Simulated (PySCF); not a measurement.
BH2(vinyl), C₂H₅B.
Bonds: B1–C4, C4–C5. Hydrogens: H2, H3 on B1; H6 on C4; H7, H8 on C5.

The closed-shell ground state was solved at several levels (PySCF, density fitting, gas phase, non-relativistic). One conformer (not necessarily the lowest) at the PBE0-D3(BJ)/def2-SVP geometry, without solvent, vibrations or thermal averaging.

```json
{"level": "PBE0/pcSseg-1", "basis functions": "76", "HOMO (eV)": "-8.49", "LUMO (eV)": "-2.11", "gap (eV)": "6.38", "dipole (D)": "1.36"}
{"level": "wB97X-D/pcSseg-1", "basis functions": "76", "HOMO (eV)": "-10.33", "LUMO (eV)": "-0.23", "gap (eV)": "10.10", "dipole (D)": "1.28"}
{"level": "B3LYP/pcJ-1", "basis functions": "131", "HOMO (eV)": "-8.24", "LUMO (eV)": "-2.31", "gap (eV)": "5.93", "dipole (D)": "1.39"}
```

Problem. Estimate the row for CAM-B3LYP/def2-SVPD, a basis of 100 functions; the other rows only guide the guess.

Solution. HOMO -9.80 eV, LUMO -0.98 eV, gap 8.82 eV, dipole 1.31 D.

Problem. Over all these levels, which gives the widest orbital gap and which the narrowest?

Solution. wB97X-D/pcSseg-1 (range-separated hybrid) has the widest, 10.10 eV, and B3LYP/pcJ-1 (global hybrid, 20 % exact exchange) the narrowest, 5.93 eV. Functional and basis both differ between the two, so the spread mixes both effects.

Problem. How far do the dipole and the HOMO energy spread over the levels?

Solution. The dipole runs from 1.28 to 1.39 D (mean 1.33 D) and the HOMO from -10.33 to -8.24 eV.
